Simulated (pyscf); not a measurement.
Thermochemistry of product channels of H₂B–CH₃ + H atom (H•) on the doublet surface, in kJ/mol, from ωB97M-D3(BJ)/def2-TZVP energies (ideal gas, 1 atm, RRHO with modes under 100 cm⁻¹ raised to 100, one conformer, R ln 2 for rigid chiral ones). Optimised with ωB97X-D3(BJ)/def2-SVP in PySCF.

```json
[
 {"products": "[HB–CH₃]• + hydrogen (H₂)", "ΔE": "+9.5", "ΔH(298 K)": "+8.3", "ΔG(600 K)": "-4.4", "ΔG(1200 K)": "(withheld)"},
 {"products": "methane (CH₄) + BH₂•", "ΔE": "+1.1", "ΔH(298 K)": "+11.2", "ΔG(600 K)": "+1.4", "ΔG(1200 K)": "(withheld)"},
 {"products": "H₂B–CH₂• + hydrogen (H₂)", "ΔE": "(withheld)", "ΔH(298 K)": "-37.9", "ΔG(600 K)": "-46.3", "ΔG(1200 K)": "-55.0"}
]
```

What belongs in the gaps?


- [HB–CH₃]• + hydrogen (H₂), ΔG(1200 K): -16.9
- methane (CH₄) + BH₂•, ΔG(1200 K): -0.5
- H₂B–CH₂• + hydrogen (H₂), ΔE: -33.7

These are energies of the channels, which say nothing of barriers.
